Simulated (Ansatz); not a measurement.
A made-up structure of CHClLi (charge +1), singlet:

Li1  (1.303, -0.870, 1.204)
C2  (-0.139, -0.065, -0.087)
Cl3  (-0.184, 1.507, -0.533)
H4  (2.474, -0.727, 2.270)
(Å)

It is relaxed with PBE-D4/def2-SVP and then PBE0-D4/def2-TZVP (Ansatz 0.2.0). Atoms count as bonded within 1.22 times the sum of their covalent radii (H–H: 0.88 Å). The end point is not checked to be a true minimum.

Does its bonding change? (A judgement: the text doesn't fix the answer.)

Computed: Yes. Formed: C2–H4; broken: Li1–H4.

Where it ends: The first stage lowers the energy by 5.16 eV in 18 steps. It ends as CHClLi ([Li][CH][Cl]), total charge +1:
```xyz
4
angstrom
Li 0.8032 -1.9996 0.9529
C 0.9650 0.0844 0.7885
Cl 0.0366 0.9936 -0.2027
H 1.6487 0.7659 1.3154
```

Labels in which every atom is bracketed show which atoms are joined, not bond orders.

For scale, one of the runs: PBE0-D4/def2-TZVP relaxation, 88 basis functions, launched by `ansatz run in.yaml --threads 2 --pin off --events-out ev --progress --plain --max-ram 4352MiB`. The run took about 8.5 s on 2 CPU threads of an Arm Neoverse V2 (shared host).
